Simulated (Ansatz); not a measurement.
## A reaction path, image by image

CH4OSi, singlet, from CH₄OSi ([CH3][Si][OH]) to CH₄OSi ([CH3][SiH][O]); BLYP-D4/cc-pVDZ (Ansatz 0.2.0). Settings:

```yaml
hamiltonian: {xc: {name: BLYP}, dispersion: d4}
neb:
  images: 4
  climbing: false
  max_iterations: 25
  initial_path: linear
```

First end:

```
7
angstrom
H -0.9787 -2.3003 -0.6849
O -0.8695 -1.3725 -0.4628
Si 0.6848 -0.9575 -0.0409
C 0.3553 0.8766 0.2619
H 1.2315 1.4020 0.6472
H -0.4780 1.0039 0.9616
H 0.0545 1.3478 -0.6819
```

Second end:

```
7
angstrom
H 0.1893 -1.8520 -0.8853
O -1.6451 -1.2960 0.9192
Si -0.4648 -0.8982 0.0525
C 0.3465 0.7609 -0.0034
H 1.4061 0.6647 0.2535
H -0.1318 1.4583 0.6842
H 0.2998 1.1624 -1.0206
```

The ends were relaxed with PBE0-D4 in triple zeta, so they are not quite minima here (largest force components 1.71 and 2.20 eV/Å).

Energies along the converged band: It took 11 iterations. Path lengths are measured after rigid turns and shifts between images are taken out.
```tsv
image	path length (Å)	energy (kcal/mol)
0	0.00	0.00
1	0.72	-2.22
2	1.43	15.98
3	2.15	45.89
4	2.87	9.00
5	3.58	2.32
```
The barrier is narrow on this path: one image carries it, so the band shows its height but not its shape.
Energies count from the first end.

The images between the ends:
Image 1:
```json
{"atom": "H1", "x (Å)": "-0.9964", "y (Å)": "-2.4287", "z (Å)": "-0.3853"}
{"atom": "O2", "x (Å)": "-0.9089", "y (Å)": "-1.4890", "z (Å)": "-0.1197"}
{"atom": "Si3", "x (Å)": "0.6737", "y (Å)": "-0.8834", "z (Å)": "-0.4504"}
{"atom": "C4", "x (Å)": "0.3485", "y (Å)": "0.9156", "z (Å)": "0.1675"}
{"atom": "H5", "x (Å)": "1.2152", "y (Å)": "1.3094", "z (Å)": "0.7411"}
{"atom": "H6", "x (Å)": "-0.5764", "y (Å)": "1.0016", "z (Å)": "0.7739"}
{"atom": "H7", "x (Å)": "0.2443", "y (Å)": "1.5744", "z (Å)": "-0.7270"}
```

Image 2:
```json
{"atom": "H1", "x (Å)": "-0.6301", "y (Å)": "-2.4056", "z (Å)": "-0.3638"}
{"atom": "O2", "x (Å)": "-1.1168", "y (Å)": "-1.6550", "z (Å)": "0.2059"}
{"atom": "Si3", "x (Å)": "0.2565", "y (Å)": "-0.8538", "z (Å)": "-0.4456"}
{"atom": "C4", "x (Å)": "0.3471", "y (Å)": "0.9597", "z (Å)": "0.0835"}
{"atom": "H5", "x (Å)": "1.3235", "y (Å)": "1.1557", "z (Å)": "0.5838"}
{"atom": "H6", "x (Å)": "-0.4921", "y (Å)": "1.1902", "z (Å)": "0.7588"}
{"atom": "H7", "x (Å)": "0.3118", "y (Å)": "1.6087", "z (Å)": "-0.8224"}
```

Image 3:
```json
{"atom": "H1", "x (Å)": "-0.3448", "y (Å)": "-2.4440", "z (Å)": "-0.5544"}
{"atom": "O2", "x (Å)": "-1.3593", "y (Å)": "-1.3798", "z (Å)": "0.5678"}
{"atom": "Si3", "x (Å)": "-0.0634", "y (Å)": "-0.9591", "z (Å)": "-0.2702"}
{"atom": "C4", "x (Å)": "0.4299", "y (Å)": "0.9215", "z (Å)": "-0.0154"}
{"atom": "H5", "x (Å)": "1.4128", "y (Å)": "1.1325", "z (Å)": "0.4550"}
{"atom": "H6", "x (Å)": "-0.3832", "y (Å)": "1.1468", "z (Å)": "0.7172"}
{"atom": "H7", "x (Å)": "0.3080", "y (Å)": "1.5820", "z (Å)": "-0.8999"}
```

Image 4:
```json
{"atom": "H1", "x (Å)": "-0.0028", "y (Å)": "-2.2520", "z (Å)": "-0.7873"}
{"atom": "O2", "x (Å)": "-1.5443", "y (Å)": "-1.2318", "z (Å)": "0.8519"}
{"atom": "Si3", "x (Å)": "-0.3108", "y (Å)": "-0.9631", "z (Å)": "-0.0774"}
{"atom": "C4", "x (Å)": "0.4100", "y (Å)": "0.8228", "z (Å)": "-0.0502"}
{"atom": "H5", "x (Å)": "1.4474", "y (Å)": "0.9658", "z (Å)": "0.3202"}
{"atom": "H6", "x (Å)": "-0.2858", "y (Å)": "1.2284", "z (Å)": "0.7156"}
{"atom": "H7", "x (Å)": "0.2862", "y (Å)": "1.4299", "z (Å)": "-0.9728"}
```

The band counts as converged below 0.05 eV/Å. Hardware: 2 CPU threads of an Arm Neoverse V1, shared host. Wall time about 45 s.
